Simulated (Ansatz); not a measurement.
Ansatz (an electronic-structure program) input (HF/3-21G): The .json file is the Basis Set Exchange's 3-21G.

Ansatz 0.2 input:
```yaml
crystal:
  periodic: [false, false, false]
  atoms:
    - {symbol: N, position_ang: [-0.01145875, -0.00903780, 1.39223881]}
    - {symbol: C, position_ang: [0.01263897, 0.00996867, -1.53563569]}
    - {symbol: C, position_ang: [-0.00474267, 1.12265867, 0.67570418]}
    - {symbol: C, position_ang: [-0.00625950, -1.13133635, 0.66105976]}
    - {symbol: C, position_ang: [0.00517208, -1.15387594, -0.73066420]}
    - {symbol: C, position_ang: [0.00673140, 1.16326450, -0.71560952]}
    - {symbol: H, position_ang: [-0.00886093, 2.04844858, 1.25811413]}
    - {symbol: H, position_ang: [-0.01162882, -2.06460934, 1.23139120]}
    - {symbol: H, position_ang: [0.00828127, -2.14459563, -1.19613558]}
    - {symbol: H, position_ang: [0.01117802, 2.15994364, -1.16816858]}
basis:
  gaussian:
    orbitals: 3-21G.json
hamiltonian:
  xc: {name: HF}
total_charge: -1
relax: {f_tol: 0.003, max_steps: 120}
```

Problem. Predict the final energy.

Solution. -244.64383 Eh.
